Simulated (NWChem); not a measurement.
System: carbon disulfide (CS2); SMILES S=C=S

```xyz
3

S     -1.5618     0.0573     0.0172
C      0.0000     0.0002     0.0000
S      1.5618    -0.0572    -0.0172
```
Atoms are numbered in this order, from 1.

Computed with NWChem. Geometry: optimised at B3LYP/6-31G* (spherical d). Level: PBE0/def2-SVP with COSMO at NWChem's default radii, gas-phase geometry; rows give the dielectric constant.

```json
[
 {"dielectric constant": "2.4", "electrostatic solvation energy (kcal/mol)": "-0.2"},
 {"dielectric constant": "4.8", "electrostatic solvation energy (kcal/mol)": "-0.2"},
 {"dielectric constant": "7.6", "electrostatic solvation energy (kcal/mol)": "-0.2"},
 {"dielectric constant": "37.5", "electrostatic solvation energy (kcal/mol)": "-0.3"},
 {"dielectric constant": "46.7", "electrostatic solvation energy (kcal/mol)": "-0.3"}
]
```
